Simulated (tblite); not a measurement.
Run record: molecular-dynamics run, `[C-]#CC=C`.

Computed with GFN2-xTB (tblite), gas phase: Langevin dynamics at 600 K from the optimised GFN2-xTB geometry, time step 0.5 fs, friction 0.01 fs⁻¹, 2000 steps. The input is one job of a driver script: a line of settings, then coordinates in Å. «temperature» is in K, «steps» counts time steps and «every» is the stride of the printed frames; «frames» go on to single points.

Command:
```bash
OMP_NUM_THREADS=1 python probes_run.py task.json out
```

Input:
```
{"job": {"kind": "md", "xc": "GFN2-xTB", "basis": "xTB", "temperature": 600, "steps": 2000, "every": 50, "frames": 5}, "charge": -1, "multiplicity": 1}
C      2.626245    -0.128334     0.035137
C      1.408129     0.120801     0.026969
C      0.043395     0.449509     0.021513
C     -0.993979    -0.407494    -0.043801
H     -0.205720     1.523874     0.075299
H     -2.029805    -0.075131    -0.043140
H     -0.844933    -1.478320    -0.099053
```

Problem. What does the run print? One trajectory will do; the random numbers aren't given.

Solution. 
```
t/fs     T/K      E/eV
    0.0   485.4   -274.84383
   25.0   542.5   -274.66548
   50.0   582.4   -274.62689
   75.0   540.6   -274.49373
  100.0   522.8   -274.50592
  125.0   765.9   -274.64520
  150.0   621.2   -274.65712
  175.0   483.9   -274.60927
  200.0   500.8   -274.54855
  225.0   503.9   -274.48042
  250.0   631.6   -274.48843
  275.0   529.3   -274.48184
  300.0   575.4   -274.41112
  325.0   544.8   -274.55564
  350.0   538.8   -274.55562
  375.0   646.2   -274.62459
  400.0   604.1   -274.46446
  425.0   475.6   -274.55085
  450.0   375.5   -274.49251
  475.0   513.2   -274.44955
  500.0   693.9   -274.58147
  525.0   368.6   -274.49194
  550.0   581.1   -274.55393
  575.0   667.7   -274.60948
  600.0   443.4   -274.47696
  625.0   580.6   -274.47657
  650.0   836.2   -274.55196
  675.0   418.3   -274.20690
  700.0   906.4   -274.69266
  725.0   730.5   -274.56387
  750.0   377.8   -274.30026
  775.0   675.7   -274.64203
  800.0   469.3   -274.42408
  825.0   587.1   -274.46429
  850.0   663.9   -274.57851
  875.0   513.0   -274.62523
  900.0   242.6   -274.40346
  925.0   283.0   -274.32351
  950.0   789.4   -274.30155
  975.0   863.3   -274.49010
 1000.0   520.1   -274.45539
```

E is the potential energy; T comes from the kinetic energy over all 3N coordinates.

Problem. Sum up the printed frames.

Solution. 41 frames over 1000 fs. T runs from 243 K (900 fs) to 906 K (700 fs), with a mean of 566 K over all frames and 582 K from 500 fs on. E starts at -274.844 eV, peaks 0.637 eV above that at 675 fs, and averages 0.357 eV above it from 500 fs on.

Problem. Give the last frame.

Solution. 0.21 Å rms from the start after alignment:
```
atom  x, y, z in Å
C1      0.275   -1.602    1.951
C2     -0.779   -0.998    1.681
C3     -1.961   -0.608    0.998
C4     -3.163   -1.050    1.496
H5     -2.013   -0.403   -0.109
H6     -3.978   -1.029    0.791
H7     -3.341   -1.277    2.547
```

Problem. How long does this job take on one thread of an Intel Xeon Platinum 8488C, no GPU (shared host)? And the peak memory of the process?

Solution. About 4.3 s, with 0.18 GiB resident at the peak, the Python interpreter and its libraries included.
